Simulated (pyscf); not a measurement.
`[OH][TaH]([F])([F])[F]` → `[O]=[Ta]([F])([F])[F]` + `[H][H]`, an elimination (singlet surface; H–O, H–Ta broken, H–H formed). Optimised with ωB97X-D3(BJ)/def2-SVP in PySCF. Energies in kJ/mol from the reactant's lowest minimum found.

Small-basis levels: PySCF, no dispersion term, spherical d functions. 

**Question.** In single points SVWN5/6-31G*+LANL2DZ puts the saddle at 93.6 kJ/mol and the reaction energy at +12.3 kJ/mol. Should these be trusted to within a few kcal/mol? Compare with ωB97M-D3(BJ)/def2-TZVP.

**Answer.** ωB97M-D3(BJ)/def2-TZVP gives ΔE‡ = 116.3 kJ/mol and ΔE = +0.5 kJ/mol. SVWN5/6-31G*+LANL2DZ lies 22.7 kJ/mol under it in the barrier and 11.7 kJ/mol over it in the reaction energy, so on this step it does not hold to within 12.6 kJ/mol. ωB97M-D3(BJ)/def2-TZVP has limits of its own. At the saddle there is also a short H–Ta contact that neither side keeps. This is the saddle that the search found; another between the same sides may lie lower. In the def2 sets elements past Kr carry core potentials, without spin-orbit coupling.
